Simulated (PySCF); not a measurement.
Isomers of C4H9N, one conformer each. Method used: core-valence-separated Tamm–Dancoff BHandHLYP/aug-pcX-1 (pcseg-1 on H) in PySCF, non-relativistic, gas phase, PBE0-D3(BJ)/def2-SVP geometry. The energies are unshifted.

P. `C=C[C@H](C)N`
Q. `NC1CCC1`
R. `C/C=N/CC`

Main lines, eV (oscillator strength):
1. C K: 283.1 (0.069), 285.3 (0.009), 285.5 (0.010), 285.8 (0.018), 286.1 (0.020); N K: 396.2 (0.060)
2. C K: 285.4 (0.014), 285.6 (0.011), 285.6 (0.013), 285.7 (0.020), 285.8 (0.015); N K: 399.2 (0.015), 400.0 (0.032), 401.0 (0.008), 401.6 (0.008), 402.0 (0.006)
3. C K: 282.6 (0.048), 282.6 (0.074), 285.3 (0.012), 285.7 (0.010), 285.8 (0.018); N K: 399.2 (0.015), 400.1 (0.032), 400.6 (0.008), 401.2 (0.007), 401.7 (0.008)
Listed: the first five lines at most of each edge with a tenth or more of its strongest line's intensity; roots within 0.03 eV on the same or equivalent atoms are summed. Only the lowest roots were sought, and the top ones are left out.

Task: Which spectrum belongs to which isomer?

Result: 1 = R, 2 = Q, 3 = P.
- P: first C line listed at 282.6 eV, hole on the alkene CH carbon (1s→π*); first N line listed at 399.2 eV, hole on the primary amine nitrogen.
- Q: first C line listed at 285.4 eV, hole on the four-membered-ring carbon; first N line listed at 399.2 eV, hole on the primary amine nitrogen.
- R: first C line listed at 283.1 eV, hole on the imine carbon (1s→π*); first N line listed at 396.2 eV, hole on the imine nitrogen.

Task: What are the ground-state energies of the isomers at BHandHLYP/aug-pcX-1 (pcseg-1 on H), relative to the lowest?

Result: P 28.3, Q 41.1, R 0.0 kJ/mol (electronic energies on these geometries, no dispersion or zero-point terms).
